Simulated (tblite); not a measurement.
Compound: C₅H₈O (charge +1 and doublet state).
Structure used (GFN2-xTB), in Å, numbered top down from 1:
```
atom  x, y, z in Å
C1     1.9442   -0.2228   -0.1681
O2     0.8605    0.6316   -0.4178
C3    -0.3987    0.2947   -0.0840
C4    -0.7024   -1.0043    0.5689
C5    -1.3132    1.5420    0.1680
C6    -1.4730    1.0037   -0.9800
H7     2.0530   -0.4336    0.9026
H8     1.8288   -1.1818   -0.6868
H9     2.8296    0.2944   -0.5367
H10   -0.1675   -1.1006    1.5180
H11   -1.7678   -1.0987    0.7593
H12   -0.3837   -1.8431   -0.0565
H13   -1.4542    2.2442    0.9559
H14   -1.8565    0.8738   -1.9650
```

All values are computed: GFN2-xTB (tblite) harmonic vibrations without scaling, gas phase. Errors from tens to a few hundred cm⁻¹ against measured bands are possible. One conformer, not necessarily the lowest. Open shells enter through the occupations alone, without spin polarisation, and single modes of such species can be off by tens of per cent.

Harmonic wavenumbers (cm⁻¹): 123.8, 134.2, 192.2, 227.3, 265.5, 362.3, 403.6, 473.8, 551.5, 623.5, 752.5, 774.3, 820.4, 861.8, 955.8, 981.0, 1053.6, 1054.9, 1112.5, 1155.6, 1283.1, 1367.6, 1380.7, 1388.8, 1402.3, 1415.6, 1426.1, 1806.3, 2912.8, 2933.1, 2958.5, 2980.8, 3031.9, 3068.8, 3182.2, 3221.4.

A = 6432, B = 3023, C = 2415 MHz; mass 84.058 u (most abundant isotopes); point group Cs, symmetry number 1; spin multiplicity 2.

**Question.** Zero-point energy?

**Answer.** ½Σν̃ = 24320 cm⁻¹ = 69.53 kcal/mol.

**Question.** What is S at 200 K and 1 bar for an ideal gas of classical rigid rotors and harmonic oscillators?

**Answer.** Translation 37.24, rotation 25.14, vibration 9.97, spin (R ln 2) 1.38: S = 73.7 cal/(mol K).

**Question.** And Cp and H(200 K) − H(0)?

**Answer.** Cp = 21.80 cal/(mol K), of which vibrations give 13.85 (their classical limit is 36 R = 71.5); H(200 K) − H(0) = 2.83 kcal/mol without the zero-point energy, 1.24 from vibrations.

**Question.** Blend soft modes into free rotors: weight 1/[1 + (100 cm⁻¹/ν̃)⁴] for the oscillator and the rest for a rotor with moment μB/(μ + B), μ = h/(8π²ν), B = 10⁻⁴⁴ kg m². What vibrational entropy results?

**Answer.** 10.02 cal/(mol K) in place of 9.97, which changes −T·S at 200 K by -0.01 kcal/mol.

**Question.** How do the functions run with temperature in this model?

**Answer.** 
```json
{"T (K)": "100", "S (cal/(mol K))": "61.5", "Cp (cal/(mol K))": "14.3", "H − H(0) (kcal/mol)": "1.02", "G − H(0) (kcal/mol)": "-5.12", "ln q(vib)": "0.48"}
{"T (K)": "300", "S (cal/(mol K))": "84.0", "Cp (cal/(mol K))": "29.2", "H − H(0) (kcal/mol)": "5.38", "G − H(0) (kcal/mol)": "-19.81", "ln q(vib)": "3.52"}
{"T (K)": "500", "S (cal/(mol K))": "102.0", "Cp (cal/(mol K))": "41.9", "H − H(0) (kcal/mol)": "12.56", "G − H(0) (kcal/mol)": "-38.45", "ln q(vib)": "6.94"}
{"T (K)": "800", "S (cal/(mol K))": "124.6", "Cp (cal/(mol K))": "54.2", "H − H(0) (kcal/mol)": "27.13", "G − H(0) (kcal/mol)": "-72.56", "ln q(vib)": "12.01"}
{"T (K)": "1000", "S (cal/(mol K))": "137.3", "Cp (cal/(mol K))": "59.6", "H − H(0) (kcal/mol)": "38.53", "G − H(0) (kcal/mol)": "-98.78", "ln q(vib)": "15.19"}
```

q(vib) and H(0) count from the zero-point level.

**Question.** Which modes carry the vibrational entropy at 200 K?

**Answer.** 123.8 cm⁻¹: 2.28; 134.2 cm⁻¹: 2.13; 192.2 cm⁻¹: 1.49; 227.3 cm⁻¹: 1.22; 265.5 cm⁻¹: 0.98; 362.3 cm⁻¹: 0.57 cal/(mol K); the other 30 give 1.30 together.

Hindered rotation and anharmonicity are outside this model. Other conformers, if any are populated, would add a mixing term that is left out.
